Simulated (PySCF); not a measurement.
How exact exchange moves a shielding

Molecule: `C=C=CC=C`, C$_{5}$H$_{6}$.

Geometry (Å), atoms numbered from 1 in this order:
```xyz
11

C     1.9816    1.4580    0.7811
C     0.9420    0.6764    0.6630
C    -0.1072   -0.1112    0.5356
C    -0.6968   -0.4884   -0.7438
C    -1.7648   -1.2876   -0.8690
H     3.0004    1.0535    0.7933
H     1.8703    2.5445    0.8745
H    -0.5721   -0.5127    1.4460
H    -0.2162   -0.0778   -1.6383
H    -2.2651   -1.7122    0.0070
H    -2.1720   -1.5426   -1.8498
```

GIAO shieldings (ppm, equivalent atoms averaged) in PySCF on the PBE0-D3(BJ)/def2-SVP geometry, basis pcSseg-2, gas phase, non-relativistic:

```tsv
functional	exact exchange (%)	σ(C5)	σ(C3)
BLYP	0	53.9	72.6
BP86	0	57.1	77.1
PBE	0	56.9	77.0
PBE0	25	59.4	81.6
mPW1PW91	25	58.7	80.9
BHandHLYP	50	59.6	82.1
HF	100	68.1	92.8
```

Q: Fit each shielding as a line in the percentage of exact exchange.

A: σ(C5) = 55.8 + 0.11 x (rms 1.3 ppm); σ(C3) = 75.9 + 0.17 x (rms 1.7 ppm). The functionals also differ in their semilocal parts, which the line can't hold; Hartree–Fock has no correlation at all.

Q: What does the line predict for B3LYP (20 %), and what does the run give?

A: σ(C5): 58.0 predicted, 55.8 computed; σ(C3): 79.3 predicted, 76.5 computed ppm.
